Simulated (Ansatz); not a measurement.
The input, for Ansatz 0.2.0:

```yaml
crystal:
  periodic: [false, false, false]
  atoms:
    - {symbol: Cl, position_ang: [0.000000, 0.000000, -1.319667]}
    - {symbol: H, position_ang: [0.000000, 0.000000, 0.190333]}
    - {symbol: F, position_ang: [0.000000, 0.000000, 1.129333]}
basis:
  gaussian: {orbitals: "6-31++G**"}
magnetization: {spin_polarized: false, initial_magnetization: 1}
hamiltonian: {xc: {name: PBE}}
correlation: {method: ccsd_t, electrons: valence}
```

```sh
$ ansatz run in.yaml --threads 1 --pin off --events-out ev --progress --plain --max-ram 2393MiB
```

Q: Roughly how long does this take on 1 thread of Arm Neoverse V1, shared host, and how much host memory?

A: 11 s wall and 0.15 GiB.

```
404 factors; integrals over basis functions are off by at most 9.6e-4 eV
mean field evaluation 1: about -15242.6385 eV, gradient 4.0e1 eV
mean field evaluation 2: about -15242.6375 eV, gradient 4.0e1 eV
mean field evaluation 4: about -15244.8114 eV, gradient 1.4e1 eV
mean field evaluation 8: about -15245.4169 eV, gradient 3.3e0 eV
mean field evaluation 16: about -15245.4511 eV, gradient 6.4e-6 eV
mean field evaluation 32: about -15245.4511 eV, gradient 1.5e-6 eV
mean field evaluation 64: about -15245.3229 eV, gradient 1.0e0 eV
mean field evaluation 96: about -15245.4408 eV, gradient 1.7e0 eV
mean field evaluation 128: about -15244.9001 eV, gradient 2.7e0 eV
mean field evaluation 160: about -15164.7090 eV, gradient 9.2e1 eV
mean field -15245.45113980 eV, -560.2599956496 hartree, gradient 1.6e-6 eV, S^2 0.750000; 14 other end points of the search recorded, 0 dependent functions left out
mean field evaluation 192: about -15222.7667 eV, gradient 2.1e-1 eV
mean field evaluation 224: about -15222.7597 eV, gradient 2.2e-1 eV
6 core orbitals not correlated: weight in the atoms' cores, before any rotation towards them, 1.000 or more for the frozen orbitals, at most 0.000 for the correlated occupied ones
reference -15221.31019474 eV, -559.3728322820 hartree; 8, 7 occupied and 34, 35 virtual orbitals, 404 factors
second order -9.36057618 eV of doubles, -0.83105844 eV of singles
cycle   1  -9.45997470 eV  change    6.3e-1 eV  update   1.4e-1
cycle   2  -9.87832384 eV  change   -4.2e-1 eV  update   1.2e-1
cycle   3  -10.09929581 eV  change   -2.2e-1 eV  update   4.0e-2
cycle   4  -10.17660651 eV  change   -7.7e-2 eV  update   2.5e-2
cycle   5  -10.19273224 eV  change   -1.6e-2 eV  update   8.1e-3
cycle   6  -10.19587827 eV  change   -3.1e-3 eV  update   1.5e-3
cycle   7  -10.19597491 eV  change   -9.7e-5 eV  update   4.2e-4
cycle   8  -10.19604292 eV  change   -6.8e-5 eV  update   1.3e-4
cycle   9  -10.19623802 eV  change   -2.0e-4 eV  update   4.7e-5
cycle  10  -10.19617891 eV  change    5.9e-5 eV  update   1.6e-5
cycle  11  -10.19619404 eV  change   -1.5e-5 eV  update   5.1e-6
perturbative correction -0.20614033 eV, -0.0075755174 hartree
WARN: these amplitudes may be one of several solutions (largest doubles amplitude 0.04, level shift 0.28 eV)
Total energy: -15231.71252911 eV, -559.7551110193 hartree
```
